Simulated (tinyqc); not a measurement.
Worked calculation: harmonic frequencies on the RHF/sto-3g surface (energies and gradients from PySCF), for HF, spin multiplicity 1. One step of it, computed by the program tinyqc.

Task: One row of the Hessian: 2Hz. Displace 2Hz by +/-0.002 bohr; H(k, :) = (g(+) - g(-)) / (2 delta).

optimised positions (bohr):
```
           x         y          z
1F  0.000000  0.000000  -0.028792
2H  0.000000  0.000000   1.776789
```

gradient at +delta (hartree/bohr):
```
             x           y            z
1F  0.00000000  0.00000000  -0.00145915
2H  0.00000000  0.00000000   0.00145915
```

gradient at -delta (hartree/bohr):
```
             x           y            z
1F  0.00000000  0.00000000   0.00144180
2H  0.00000000  0.00000000  -0.00144180
```

Give: row of the Hessian.

Result:

row of the Hessian (hartree/bohr^2): 1Fx 0.00000, 1Fy 0.00000, 1Fz -0.72524, 2Hx 0.00000, 2Hy 0.00000, 2Hz 0.72524
